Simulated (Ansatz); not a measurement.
# C2H2N2O: the cost of one run

Method: UKS B3LYP-D4/STO-3G, in Ansatz 0.2.0.

## Step 1: The system as given

Bond lengths: N1–C2 1.204 Å, C2–N3 1.330 Å, N3–C4 1.379 Å, C2–O5 1.323 Å, C4–O5 1.321 Å, N1–H6 1.028 Å, C4–H7 1.063 Å. Angles: N1–C2–N3 132.1°, N1–C2–O5 133.9°, N3–C2–O5 94.0°, C2–N1–H6 110.6°, C2–N3–C4 85.7°, N3–C4–O5 91.9°, N3–C4–H7 139.0°, O5–C4–H7 129.0°, C2–O5–C4 88.4°.

Coordinates:

```xyz
7

N    -1.1073    0.9531   -0.9477
C    -0.2934    0.3634   -0.2840
N    -0.2573   -0.8813    0.1820
C     0.9887   -0.5522    0.6719
O     0.8961    0.6788    0.2021
H    -1.9262    0.3587   -1.1287
H     1.7606   -0.9885    1.2587
```

## Step 2: Preparing the start

Contents of input.yaml:

```yaml
crystal:
  periodic: [false, false, false]
  atoms:
    - { symbol: "N", position_ang: [-1.1073, 0.9531, -0.9477] }
    - { symbol: C, position_ang: [-0.2934, 0.3634, -0.284] }
    - { symbol: "N", position_ang: [-0.2573, -0.8813, 0.182] }
    - { symbol: C, position_ang: [0.9887, -0.5522, 0.6719] }
    - { symbol: O, position_ang: [0.8961, 0.6788, 0.2021] }
    - { symbol: H, position_ang: [-1.9262, 0.3587, -1.1287] }
    - { symbol: H, position_ang: [1.7606, -0.9885, 1.2587] }
magnetization:
  spin_polarized: true
basis:
  gaussian: { orbitals: STO-3G }
hamiltonian:
  xc: b3lyp
  dispersion: d4
relax:
  f_tol: 0.02
  max_steps: 40
```

Command:

```
> ansatz run input.yaml --threads 1 --pin off --max-ram 2048MiB --backend cpu --events-out ev --progress --plain --runs-dir out
```

**Question.** How long does this run take on 1 thread of Intel Xeon Platinum 8259CL at 2.50GHz (Skylake/Cascade Lake), shared host, and how much memory does it need?

About 24 s, with a peak of 0.17 GiB.
